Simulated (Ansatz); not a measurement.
A geometry relaxed with CAM-B3LYP-D3(BJ)/def2-SVP (Ansatz, a program for electronic structure), charge 0, multiplicity 1:

```xyz
20

C     -1.2842    -3.9444     0.0023
C      3.9483     1.2060     0.0029
C     -3.9483    -1.2061    -0.0029
C      0.0730     4.1277    -0.0039
C      4.1483    -0.0025     0.0044
C      3.9032    -1.3450     0.0055
C      3.3546    -2.4403     0.0060
C     -3.3546     2.4403    -0.0058
C      2.4853     3.2964    -0.0005
C     -4.1483     0.0025    -0.0043
C     -2.4853    -3.2965     0.0005
C      2.3671    -3.3824     0.0058
C      3.3575     2.4362     0.0012
C     -1.2795     3.9460    -0.0051
C     -3.3574    -2.4363    -0.0011
C     -3.9032     1.3450    -0.0053
C     -0.0731    -4.1277     0.0036
C     -2.3671     3.3824    -0.0057
C      1.2795    -3.9460     0.0049
C      1.2842     3.9444    -0.0025
```

Q: Write the SMILES of this molecule.

A: cyclo[20]carbon `C1#CC#CC#CC#CC#CC#CC#CC#CC#CC#C1`
